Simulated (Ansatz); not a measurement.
A made-up structure of C$_{2}$H$_{7}$Si (charge -1), closed shell:

```
atom    x (Å)    y (Å)    z (Å)
  C1  -1.0847   0.7196  -0.7085
  C2   0.3293   0.2200  -0.5849
 Si3   0.9166  -0.6639   0.8328
  H4   0.7079   1.1382  -0.2146
  H5  -1.1674   1.5992  -1.3701
  H6  -1.4740   1.0484   0.2672
  H7   0.8354   0.0077  -1.5299
  H8   0.4494  -2.0858   1.2467
  H9   0.6208   0.0414   2.1475
 H10   2.4122  -0.8817   0.7906
```

It is relaxed with PBE-D4/def2-SVPD and then PBE0-D4/def2-TZVPD (Ansatz 0.2.0). Atoms count as bonded within 1.22 times the sum of their covalent radii (H–H: 0.88 Å). The end point is not checked to be a true minimum.

(1) Does its bonding change? (Judge from chemistry; the calculation decides.)

Answers

(1) The calculation gives: Yes. Formed: C1–Si3; broken: none.

Where it ends: The first stage lowers the energy by 1.05 eV in 22 steps. It ends as C₂H₇Si ([CH2]1[CH2][SiH3]1), total charge -1:
| atom | x (Å) | y (Å) | z (Å) |
| --- | --- | --- | --- |
| C1 | -0.7831 | 0.5382 | -0.1605 |
| C2 | 0.6972 | 0.6302 | -0.6604 |
| Si3 | 0.6242 | -0.5324 | 0.7837 |
| H4 | 1.1862 | 1.6011 | -0.5492 |
| H5 | -1.4716 | 0.1102 | -0.8981 |
| H6 | -1.1775 | 1.4853 | 0.2252 |
| H7 | 0.8950 | 0.2373 | -1.6607 |
| H8 | 0.0321 | -1.9058 | 0.5330 |
| H9 | 0.4562 | 0.0857 | 2.1582 |
| H10 | 2.0867 | -1.1066 | 1.1055 |

Labels in which every atom is bracketed show which atoms are joined, not bond orders.

For scale, one of the runs: PBE0-D4/def2-TZVPD relaxation, 180 basis functions, launched by `ansatz run in.yaml --threads 2 --pin off --events-out ev --progress --plain --max-ram 4352MiB`. Hardware: 2 CPU threads of an Arm Neoverse V2, shared host. Wall time about 55 s.
